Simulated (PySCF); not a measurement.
Molecule: SMILES C1CCOCC1, C₅H₁₀O.

Molfile (atoms numbered from 1):
```
C5H10O
     RDKit          3D

 16 16  0  0  0  0  0  0  0  0999 V2000
    0.6736   -1.0066    0.2934 C   0  0  0  0  0  0  0  0  0  0  0  0
    1.3316    0.3166   -0.0857 C   0  0  0  0  0  0  0  0  0  0  0  0
    0.3735    1.4711    0.1667 C   0  0  0  0  0  0  0  0  0  0  0  0
   -0.8443    1.2956   -0.5078 O   0  0  0  0  0  0  0  0  0  0  0  0
   -1.5174    0.1288   -0.1116 C   0  0  0  0  0  0  0  0  0  0  0  0
   -0.6922   -1.1219   -0.3771 C   0  0  0  0  0  0  0  0  0  0  0  0
    0.5441   -1.0467    1.3907 H   0  0  0  0  0  0  0  0  0  0  0  0
    1.3177   -1.8587    0.0239 H   0  0  0  0  0  0  0  0  0  0  0  0
    2.2661    0.4738    0.4773 H   0  0  0  0  0  0  0  0  0  0  0  0
    1.5961    0.3069   -1.1572 H   0  0  0  0  0  0  0  0  0  0  0  0
    0.1921    1.5705    1.2594 H   0  0  0  0  0  0  0  0  0  0  0  0
    0.7951    2.4248   -0.1848 H   0  0  0  0  0  0  0  0  0  0  0  0
   -1.7690    0.1847    0.9701 H   0  0  0  0  0  0  0  0  0  0  0  0
   -2.4657    0.1070   -0.6693 H   0  0  0  0  0  0  0  0  0  0  0  0
   -1.2374   -2.0112   -0.0207 H   0  0  0  0  0  0  0  0  0  0  0  0
   -0.5636   -1.2348   -1.4673 H   0  0  0  0  0  0  0  0  0  0  0  0
  1  2  1  0
  2  3  1  0
  3  4  1  0
  4  5  1  0
  5  6  1  0
  6  1  1  0
  1  7  1  0
  1  8  1  0
  2  9  1  0
  2 10  1  0
  3 11  1  0
  3 12  1  0
  5 13  1  0
  5 14  1  0
  6 15  1  0
  6 16  1  0
M  END
```

Geometry PBE0-D3(BJ)/def2-SVP throughout; GIAO in PySCF 2.14.0 with density-fitted response routines, gas phase, one conformer, non-relativistic; equivalent atoms averaged; basis pcSseg-1.

(1) How do the absolute shieldings σ depend on the functional? (ppm; last column core-seconds on shared hosts with different chips, so compare them loosely; the GGAs took longer than the global hybrids here, which isn't the general rule, and the cause wasn't traced)

(2) Which nucleus moves most, in ppm?

Answers

(1) 
```tsv
functional	kind	C3/C5	C2/C6	C1	O4	H11/H12/H13/H14	H7/H8	H9/H10/H15/H16	core-s
HF	Hartree–Fock	129.4	165.0	168.0	319.2	28.49	30.37	30.49	6.6
LDA	LDA	106.0	150.7	153.5	272.4	27.08	29.29	29.44	18
PBE	GGA	107.3	149.6	152.1	266.5	27.54	29.67	29.82	24
BLYP	GGA	101.0	143.2	145.9	259.2	27.70	29.82	29.97	23
BP86	GGA	106.9	149.5	152.0	269.0	27.60	29.74	29.90	23
OPBE	GGA	116.6	156.8	159.0	275.0	27.66	29.72	29.88	24
KT2	GGA	111.7	152.8	155.5	265.1	27.52	29.62	29.77	23
KT3	GGA	112.3	151.8	154.3	263.4	27.74	29.78	29.92	22
B97-D	GGA	107.6	148.7	151.1	268.0	27.78	29.87	30.02	22
B3LYP	global hybrid	107.8	149.0	151.8	275.9	27.85	29.91	30.05	14
PBE0	global hybrid	115.1	155.9	158.6	285.6	27.77	29.82	29.96	15
mPW1PW91	global hybrid	114.3	155.1	157.8	285.6	27.84	29.87	30.02	14
WP04	global hybrid	101.9	142.8	145.0	271.0	28.23	30.19	30.29	13
B97-2	global hybrid	114.8	155.1	157.6	283.2	27.89	29.92	30.06	13
BHandHLYP	global hybrid	116.4	155.6	158.6	294.5	28.06	30.04	30.16	14
CAM-B3LYP	range-separated hybrid	112.3	153.4	156.5	288.6	27.83	29.90	30.02	16
wB97X-D	range-separated hybrid	115.7	156.6	159.4	292.2	27.93	29.98	30.11	17
LC-wPBE	range-separated hybrid	121.4	162.5	165.5	305.7	27.92	29.98	30.09	22
```

(2) O4 (ether oxygen): from 259.2 ppm with BLYP to 319.2 ppm with HF. The smallest spread is 1.05 ppm, at H9/H10/H15/H16. Proton shifts span only some 12 ppm, so a few tenths of a ppm matter as much there as several ppm in carbon.
